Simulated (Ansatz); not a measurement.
[CH3···H···NH], triplet: the ladder up to UCCSDT(Q)

Geometry: a point of a hydrogen-transfer path between rigid fragments, not a stationary point.

| atom | x (Å) | y (Å) | z (Å) |
| --- | --- | --- | --- |
| C | -1.1653 | 0.0326 | 0.0000 |
| H | -1.5285 | 1.0599 | 0.0000 |
| H | -1.5285 | -0.4811 | 0.8897 |
| H | -1.5285 | -0.4811 | -0.8897 |
| H | 0.0337 | 0.0326 | 0.0000 |
| N | 1.2197 | 0.0326 | 0.0000 |
| H | 1.4888 | -0.9716 | 0.0000 |

Basis cc-pVDZ; Ansatz 0.2.0. Only valence electrons are correlated (noble-gas cores frozen), which leaves 14 electrons in 51 orbitals. Prefix R: restricted or restricted open-shell reference; prefix U: unrestricted. Active spaces: pair = (4e, 4o) about the gap.

Full CI isn't at hand for all of this; UCCSDT(Q) serves as the reference, and is uncertain by about the last step of the cluster series. The frozen core follows each run's orbitals, which can shift R against U totals by a few meV.

For open shells CISD is restricted-active-space CI with the open shells as a complete middle space.

```
UHF ⟨S²⟩                          : 2.034
T1 diagnostic (RCCSD)             : 0.0200
largest doubles amplitude (RCCSD) : 0.037
T1 diagnostic (UCCSD)             : 0.0123
```

| level | E − E(RHF) (eV) |
| --- | --- |
| UHF | -0.3846 |
| RMP2 | -8.2724 |
| UMP2 | -8.1967 |
| RCCSD | -9.3073 |
| UCCSD | -9.3172 |
| RCCSD(T) | -9.5213 |
| UCCSD(T) | -9.5210 |

Question: Estimate how far UCCSDT(Q) in cc-pVDZ lies from RCCSD(T). The table doesn't fix it; the size of (T) and the diagnostics are the guide.

Answer: UCCSDT(Q) in cc-pVDZ lies 3.4 kJ/mol below RCCSD(T), which is 16 % of the (T) step (-20.6 kJ/mol). The diagnostics are small and one determinant leads, so the series closes fast and only a small part of (T) is left.

The other levels:

| level | E − E(UCCSDT(Q)) (kJ/mol) | share of correlation (%) | wall time |
| --- | --- | --- | --- |
| CISD | 99.5 | 89.21 | 9.5 s |
| BCCD(T) | 3.5 | 99.62 | 3.7 s |
| RCCSDT | 1.3 | 99.86 | – |
| UCCSDT | 1.2 | 99.87 | – |
| RCCSDT(Q) | 0.1 | 99.99 | 8.5 s (H100) |
| CASSCF (pair space) | 859.1 | 6.82 | – |
| NEVPT2 (pair space) | 128.3 | 86.08 | 0.7 s |
| MRCISD (pair space) | 89.7 | 90.28 | – |
| MRCISD+Q (pair space) | 11.2 | 98.78 | 3.2 s (H100) |

The correlation energy at UCCSDT(Q), counted from RHF, is -9.557 eV. That run took 5.5 s on 2 threads of AMD EPYC 7R13 with a shared H100 80 GB, shared host.

Times hold each run's SCF and search for its determinant on a shared host, so for small cases they say little of a method's own cost; rows without a card ran on 1 thread of AMD EPYC 7R13.
